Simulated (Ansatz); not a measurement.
Strength of the O–Al bond: how K changes with temperature for AlH3(OH2) ⇌ AlH3 + H2O

Species: AlH3(OH2), singlet; AlH3 `[AlH3]`, singlet; H2O (water) `O`, singlet. 

The electronic reaction energy at CCSD(T)/CBS estimate is +85.8 kJ/mol. Shapes: PBE0-D4/def2-TZVP. Programs: Ansatz 0.2.0. Enthalpy and entropy come from rigid-rotor, harmonic-oscillator sums on unscaled PBE0-D4/def2-TZVP wavenumbers, ideal gases at 1 bar. Symmetry numbers: AlH3(OH2) 1, AlH3 6, H2O 2. R = 8.3145 J/(mol K).

| T (K) | ΔH (kJ/mol) | ΔS (J/(mol K)) |
| --- | --- | --- |
| 500 | +75.6 | +108.6 |
| 700 | ? | ? |
| 900 | +70.2 | +100.8 |

Problem. Work out ln K at 500 and 900 K, and from these estimate it at 700 K.

Solution. 
1. 500 K: ΔG = +75.6 − 500 × (+108.6)/1000 = +21.3 kJ/mol; ln K = −ΔG/RT = -5.12.
2. 900 K: ΔG = +70.2 − 900 × (+100.8)/1000 = -20.5 kJ/mol; ln K = −ΔG/RT = +2.74.
3. Slope against 1000/T: (+2.74 − (-5.12))/(1.1111 − 2.0000) = -8.84, that is −ΔH/R with ΔH near +74 kJ/mol.
4. 700 K: ln K = -5.12 + (-8.84) × (1.4286 − 2.0000) = -0.07.

The full sums give ΔH = +73.1 kJ/mol, ΔS = +104.4 J/(mol K), ΔG = 0.0 kJ/mol and ln K = 0.00 at 700 K, so the line is off by -0.07 in ln K; without rounding the miss is -0.07, from the change of ΔH with temperature. The products are favoured at 1 bar above about 700 K, give or take 95 K for 10 kJ/mol in the energy. The number of molecules rises, which sets the sign of ΔS, and lower pressure favours the products. An error of 10 kJ/mol in the energy moves ln K by 1.7 at 700 K. Soft modes are treated as harmonic, which can err either way at these temperatures; the lowest are those of AlH3(OH2) (85 cm⁻¹). AlH3 would pair up to its dimer, which this equilibrium leaves out. The CBS estimate extrapolates MP2 from def2-TZVPP and def2-QZVPP and adds CCSD(T) − MP2 in the triple-zeta set, cores frozen.
